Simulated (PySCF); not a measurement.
How methods differ on the electron affinity of Cl

Cl⁻ [Ar] (1S) → Cl [Ne] 3s2 3p5 (2P), as a difference of total energies. Calculation: PySCF 2.14, in def2-TZVPPD (6s6p4d1f, 51 functions); the non-relativistic Hamiltonian (point nucleus). Correlated levels: valence: [Ne] frozen; valence and next inner shell: 1s2 frozen. The calculations carry no spin-orbit coupling.

```csv
method,electron affinity (eV),plus first-order spin-orbit estimate,error of that sum (eV)
UHF,2.382,2.347,-1.266
LDA,3.938,3.902,+0.289
PBE,3.658,3.622,+0.009
PBE0,3.574,3.538,-0.075
r2SCAN,3.627,3.591,-0.022
B2PLYP,3.568,3.533,-0.080
PBEsol,3.677,3.642,+0.029
MN15,3.609,3.573,-0.040
M06,3.623,3.588,-0.025
MP2 (valence),3.586,3.551,-0.062
SCS-MP2 (valence),3.486,3.450,-0.163
MP2 (valence and next inner shell),3.594,3.559,-0.054
SCS-MP2 (valence and next inner shell),3.492,3.456,-0.157
```

Reference: 3.613 eV (measured; photodetachment measurements, as compiled on the Wikipedia data page of electron affinities).

A first-order spin-orbit estimate (lowest level to lowest level, LS coupling) adds -0.036 eV.

Errors of the correlated levels include the incompleteness of this basis and the frozen core.

In the anion the highest occupied orbital energy is positive at LDA, PBE, r2SCAN, PBEsol, a self-interaction effect; the basis confines that electron, and the energy difference can still be sensible.
